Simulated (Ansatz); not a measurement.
# CH₂Mg+ (quartet): the correlation ladder, def2-QZVPP

An exercise on one series of results from a longer session: the logs are not shown, and one member is left open.

Method: def2-QZVPP, core rule «outside noble gas», up to 6 orbitals frozen; program: Ansatz 0.2.0, Gaussian basis.

To be run: UHF; ROHF; CCSD(T) on UHF.

2 further runs of the same task are left out: 2 set aside as unsound or not needed.

### The system

The geometry is a PBE0/def2-TZVP stationary point (not a proven minimum) of the parent state, kept for this charge and spin.

4 atoms, charge 1, spin multiplicity 4.

Atoms are counted from 1 here; the program's logs count them from 0.

Bond lengths: C1–Mg2 2.007 Å, C1–H3 1.089 Å, Mg2–H4 1.696 Å. Angles: Mg2–C1–H3 180.0°, C1–Mg2–H4 180.0°.

Coordinates:

```xyz
4

C     0.00000    0.00000    1.15540
Mg    0.00000    0.00000   -0.85157
H     0.00000    0.00000    2.24418
H     0.00000    0.00000   -2.54801
```

Set-up of the first run:

Input file in.yaml:

```yaml
crystal:
  periodic: [false, false, false]
  atoms:
    - {symbol: C, position_ang: [0.000000, 0.000000, 1.155397]}
    - {symbol: Mg, position_ang: [0.000000, 0.000000, -0.851568]}
    - {symbol: H, position_ang: [0.000000, 0.000000, 2.244181]}
    - {symbol: H, position_ang: [0.000000, 0.000000, -2.548010]}
basis:
  gaussian: {orbitals: "def2-QZVPP.json"}
total_charge: 1
magnetization: {spin_polarized: true, initial_magnetization: 3}
hamiltonian: {xc: hf}
output: {orbitals: {seedname: orbitals}}
```

Command:

```
$ ansatz run in.yaml --threads 1 --pin off --events-out ev --progress --plain --max-ram 2393MiB
```

Steps of the session up to this table: UHF; ROHF; CCSD(T) on UHF.

One of the session's tables, all rows but one given; the rest of the session is left out.

| method | from UCCSD(T) (kcal/mol) |
| --- | --- |
| ROHF | +105.93 |
| UHF | ? |
| UMP2 | +16.33 |
| UCCSD | +3.77 |
| UCCSD(T) | 0 |

**Question.** Estimate the row for UHF.

**Answer.** from UCCSD(T) (kcal/mol): +99.64. In the column «from UCCSD(T) (kcal/mol)» it lies between UMP2 (+16.33) and ROHF (+105.93).
